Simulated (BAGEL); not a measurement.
# NO+ (SMILES N#[O+]): PBE0/aug-cc-pVTZ (density fitting with qzvpp-jkfit)

Aim: the energy change on altering one bond length of NO+ at PBE0/aug-cc-pVTZ (density fitting with qzvpp-jkfit), from 2 runs. 

The calculation is run with BAGEL 1.2.2.

### Step 1. The molecule

NO+: 2 atoms, total charge +1, spin state singlet. SMILES: `N#[O+]`. Geometry: the measured bond length.

Bond lengths: N1–O2 1.063 Å.

### Step 2. A single-point energy at PBE0/aug-cc-pVTZ (density fitting with qzvpp-jkfit)

Contents of dft.json:

```json
{ "bagel": [

{
  "title": "molecule",
  "basis": "aug-cc-pvtz.json",
  "df_basis": "qzvpp-jkfit",
  "angstrom": true,
  "geometry": [
    { "atom": "N", "xyz": [       0.000000,       0.000000,       0.000000 ] },
    { "atom": "O", "xyz": [       0.000000,       0.000000,       1.063220 ] }
  ]
},

{ "title": "ks", "xc_func": "pbe0", "charge": 1 },

{ "title": "print", "file": "orbitals.molden", "orbitals": true }

]}
```

The basis set aug-cc-pVTZ is read from a file made from the Basis Set Exchange's data (not shown).

Started as:

```bash
$ BAGEL_NUM_THREADS=1 BAGEL dft.json > dft.out
```

The log of the run:

```text
* using 1 threads per process

  ===============================================================
  ===============================================================

  *** Geometry ***

  { "atom" : "N", "xyz" : [      0.000000,      0.000000,      0.000000 ] },
  { "atom" : "O", "xyz" : [      0.000000,      0.000000,      2.009195 ] },

  Number of auxiliary basis functions:      154

  Since a DF basis is specified, we compute 2- and 3-index integrals:
    o Being stored without compression. Storage requirement is 0.010 GB

  Number of basis functions:       92
  Number of electrons      :       15

    * METHOD: MOLECULE                             0.03

  *** Kohn-Sham DFT ***

    * Removing 2041 points whose weight is below 1.00e-10
    * Grid points: 27771

  === Nuclear Repulsion ===
    27.8718645224

       - DIIS with orbital gradients will be used.

  === KS iteration (pbe0 / aug-cc-pvtz.json) ===
      0       -110.09693613          0.13945841           0.05
      1       -115.32944403          0.21204061           0.05
      2       -115.63752413          0.13771971           0.04
      3       -124.73576510          0.12536063           0.05
      4       -128.69282731          0.06705693           0.04
      5       -127.71368881          0.09458318           0.04
      6       -127.98950995          0.08807663           0.04
      7       -128.68739906          0.06934694           0.04
      8       -129.43996852          0.00842720           0.04
      9       -129.45058303          0.00137084           0.04
     10       -129.45089311          0.00011733           0.04
     11       -129.45089548          0.00001651           0.04
     12       -129.45089553          0.00000039           0.04
     13       -129.45089553          0.00000014           0.04
     14       -129.45089553          0.00000001           0.04
    * SCF iteration converged.

    * Permanent dipole moment:
           (   -0.000000,     0.000000,     0.154150) a.u.

    * METHOD: KS                                   0.78

    * METHOD: PRINT                                0.01

  ===============================================================
```

Wall time 0.99 s (1 thread of Arm Neoverse V2, shared host); peak memory 0.14 GiB.

### Step 3. The distorted shape, same level

Changes to dft.json since step 2:

```diff
@@ -8,3 +8,3 @@
   "geometry": [
-    { "atom": "N", "xyz": [       0.000000,       0.000000,       0.000000 ] },
+    { "atom": "N", "xyz": [       0.000000,       0.000000,      -0.159480 ] },
     { "atom": "O", "xyz": [       0.000000,       0.000000,       1.063220 ] }
```

The basis set aug-cc-pVTZ is read from a file made from the Basis Set Exchange's data (not shown).

Started as:

```bash
$ BAGEL_NUM_THREADS=1 BAGEL dft.json > dft.out
```

The log of the run:

```text
* using 1 threads per process

  ===============================================================
  ===============================================================

  *** Geometry ***

  { "atom" : "N", "xyz" : [      0.000000,      0.000000,     -0.301374 ] },
  { "atom" : "O", "xyz" : [      0.000000,      0.000000,      2.009195 ] },

  Number of auxiliary basis functions:      154

  Since a DF basis is specified, we compute 2- and 3-index integrals:
    o Being stored without compression. Storage requirement is 0.010 GB

  Number of basis functions:       92
  Number of electrons      :       15

    * METHOD: MOLECULE                             0.03

  *** Kohn-Sham DFT ***

    * Removing 1845 points whose weight is below 1.00e-10
    * Grid points: 27967

  === Nuclear Repulsion ===
    24.2364633986

       - DIIS with orbital gradients will be used.

  === KS iteration (pbe0 / aug-cc-pvtz.json) ===
      0       -110.84204218          0.12398944           0.06
      1       -114.70708508          0.17959667           0.05
      2       -114.28745800          0.12516023           0.05
      3       -123.77336820          0.11969210           0.05
      4       -128.64834239          0.06361532           0.05
      5       -126.01689283          0.11160454           0.05
      6       -128.04513087          0.08417251           0.05
      7       -126.20750689          0.11184103           0.05
      8       -129.29693882          0.02235877           0.05
      9       -129.37812772          0.00874312           0.05
     10       -129.39038463          0.00057942           0.05
     11       -129.39043791          0.00005443           0.05
     12       -129.39043838          0.00000867           0.05
     13       -129.39043839          0.00000036           0.05
     14       -129.39043839          0.00000018           0.05
     15       -129.39043839          0.00000001           0.05
     16       -129.39043839          0.00000000           0.05
    * SCF iteration converged.

    * Permanent dipole moment:
           (    0.000000,    -0.000000,     0.296238) a.u.

    * METHOD: KS                                   0.90

    * METHOD: PRINT                                0.01

  ===============================================================
```

Run time: 1.1 s. Hardware: 1 thread of Arm Neoverse V2, shared host; peak memory 0.14 GiB.

### Step 4. What came out

At PBE0/aug-cc-pVTZ (density fitting with qzvpp-jkfit):

```
                                                         quantity          value
                                        first shape: total energy  -129.45090 Eh
                                         first shape: HOMO energy      -25.31 eV
                                         first shape: LUMO energy      -13.03 eV
                                       first shape: HOMO–LUMO gap       12.28 eV
                                    distorted shape: total energy  -129.39044 Eh
                                     distorted shape: HOMO energy      -24.93 eV
                                     distorted shape: LUMO energy      -14.71 eV
                                   distorted shape: HOMO–LUMO gap       10.22 eV
energy change with the N1–O2 bond stretched from 1.063 to 1.223 Å       1.645 eV
```

**Reading.** With the N1–O2 bond stretched from 1.063 to 1.223 Å the energy rises by 1.65 eV (159 kJ/mol). The first shape isn't relaxed at this level, so the change isn't measured from a minimum.
